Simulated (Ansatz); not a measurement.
Ansatz (a quantum-chemistry and plane-wave program) input:

Ansatz 0.2 input:
```yaml
crystal:
  periodic: [false, false, false]
  atoms:
    - {symbol: C, position_ang: [-0.00010414, 0.00182433, 0.37345697]}
    - {symbol: H, position_ang: [-0.00040982, 0.00717911, 1.46962680]}
    - {symbol: C, position_ang: [0.00527279, 1.45451781, -0.10275072]}
    - {symbol: H, position_ang: [0.00576684, 1.50170122, -1.19558193]}
    - {symbol: H, position_ang: [-0.87616957, 1.99250991, 0.25267727]}
    - {symbol: H, position_ang: [0.89035934, 1.98614304, 0.25320099]}
    - {symbol: C, position_ang: [1.25747259, -0.73250124, -0.09171798]}
    - {symbol: H, position_ang: [1.30316732, -0.76426270, -1.18415093]}
    - {symbol: H, position_ang: [2.16244952, -0.23561540, 0.26440899]}
    - {symbol: H, position_ang: [1.27366904, -1.76227269, 0.27161884]}
    - {symbol: C, position_ang: [-1.26266536, -0.72341823, -0.09246512]}
    - {symbol: H, position_ang: [-1.30794011, -0.75485182, -1.18492504]}
    - {symbol: H, position_ang: [-1.28649968, -1.75304541, 0.27085983]}
    - {symbol: H, position_ang: [-2.16424811, -0.22002124, 0.26312626]}
basis:
  gaussian:
    orbitals: def2-TZVP
hamiltonian:
  xc: b3lyp
  dispersion: d3bj
phonons: {temperatures: {t_min: 298.15, t_max: 298.15, t_step: 100}}
```

**Question.** Which total energy does the run end on?

**Answer.** -158.53678 Eh (B3LYP-D3(BJ)/def2-TZVP). The basis has 184 functions. The run takes roughly 7 core-minutes.
